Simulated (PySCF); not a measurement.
Species: 2(5H)-thiophenone, C4H4OS.
Bonds: O1–C2 (double), C2–C3, C3–C4 (double), C4–C5, C5–S6, C2–S6. Hydrogens: H7 on C3; H8 on C4; H9, H10 on C5.

Computed with PySCF at PBE0/pcSseg-1 and CAM-B3LYP/def2-SVPD, non-relativistic, on one gas-phase PBE0-D3(BJ)/def2-SVP geometry that isn't relaxed in the solvent. The solvent is an IEF-PCM continuum (Bondi radii, 1.10 Å for H, scaled by 1.2). The model holds no explicit solvent molecules, cavitation or dispersion.

Gas phase at PBE0/pcSseg-1: HOMO -7.43 eV, LUMO -1.68 eV, dipole 4.64 D.

What does the continuum do to the energy, the frontier levels and the dipole at PBE0/pcSseg-1 in chloroform and water?

| solvent | ε | E(solvent) − E(gas) (kcal/mol) | polarisation term (kcal/mol) | distortion of the solute (kcal/mol) | HOMO (eV) | LUMO (eV) | dipole (D) |
| --- | --- | --- | --- | --- | --- | --- | --- |
| chloroform | 4.711 | -4.92 | -5.88 | 0.96 | -7.45 | -1.56 | 5.83 |
| water | 78.36 | -6.99 | -9.00 | 2.01 | -7.48 | -1.54 | 6.36 |

The polarisation term is half the interaction of the solute with the surface charges that it induces; the rest is the cost of distorting the solute's density. The sum is the electrostatic part of solvation alone. From chloroform to water the lowering changes by a factor 1.42, Onsager's factor (ε − 1)/(2ε + 1) by 1.38 and ε itself by 16.6.

Which radius a makes the point-dipole formula ΔE = −[(ε − 1)/(2ε + 1)]·μ²/a³ give the value in water, with the gas-phase dipole?

μ = 1.826 au and |ΔE| = 0.01114 Eh give a = 2.79 Å; the farthest nucleus lies 2.73 Å from the centroid of the nuclei. The formula assumes a rigid point dipole at the centre of a sphere.

Which IAO charges (PBE0/pcSseg-1) respond most in chloroform (means over atoms taken as equivalent)?

```
 atoms                 environment  gas (e)  solvent (e)  change
    O1             carbonyl oxygen   -0.400       -0.440  -0.040
    H8            vinylic hydrogen   +0.168       +0.183  +0.015
    S6        sulfur bonded to 2 C   +0.113       +0.099  -0.014
    C4            alkene CH carbon   -0.105       -0.091  +0.014
H9/H10          methylene hydrogen   +0.175       +0.188  +0.013
    C3            alkene CH carbon   -0.206       -0.217  -0.011
    H7            vinylic hydrogen   +0.177       +0.183  +0.006
    C2   thioester carbonyl carbon   +0.259       +0.262  +0.003
    C5  sp3 carbon bound to sulfur   -0.356       -0.354  +0.002
```

Which Mayer bond orders change most in chloroform?

```
  bond  length (Å)    gas  solvent  change
 O1–C2       1.198  1.955    1.919  -0.036
 C3–C4       1.336  1.786    1.772  -0.014
 C2–C3       1.480  0.994    1.007  +0.013
 C5–S6       1.809  1.008    0.996  -0.012
 S6–C2       1.810  1.013    1.025  +0.012
 C4–C5       1.492  1.029    1.037  +0.008
 C5–H9       1.103  0.910    0.904  -0.006
C5–H10       1.103  0.909    0.903  -0.006
```

Gas phase at CAM-B3LYP/def2-SVPD: HOMO -8.75 eV, LUMO -0.59 eV, dipole 4.79 D.

What does the continuum do to the energy, the frontier levels and the dipole at CAM-B3LYP/def2-SVPD in chloroform?

```
   solvent      ε  E(solvent) − E(gas) (kcal/mol)  polarisation term (kcal/mol)  distortion of the solute (kcal/mol)  HOMO (eV)  LUMO (eV)  dipole (D)
chloroform  4.711                           -5.21                         -6.32                                 1.11      -8.75      -0.48        6.12
```

How does the static polarisability (CAM-B3LYP/def2-SVPD, frozen core, with the continuum's full static response) change?

```csv
medium,isotropic (au),principal values (au),⟨r²⟩ of the electrons (bohr²)
gas,67.4,"45.9, 70.2, 86.1",594.2
chloroform,85.8,"57.2, 88.4, 111.9",594.0
```

The isotropic value in chloroform is 1.27 times the gas-phase one; no cavity-field correction is applied. ⟨r²⟩ is taken about the centre of nuclear charge.
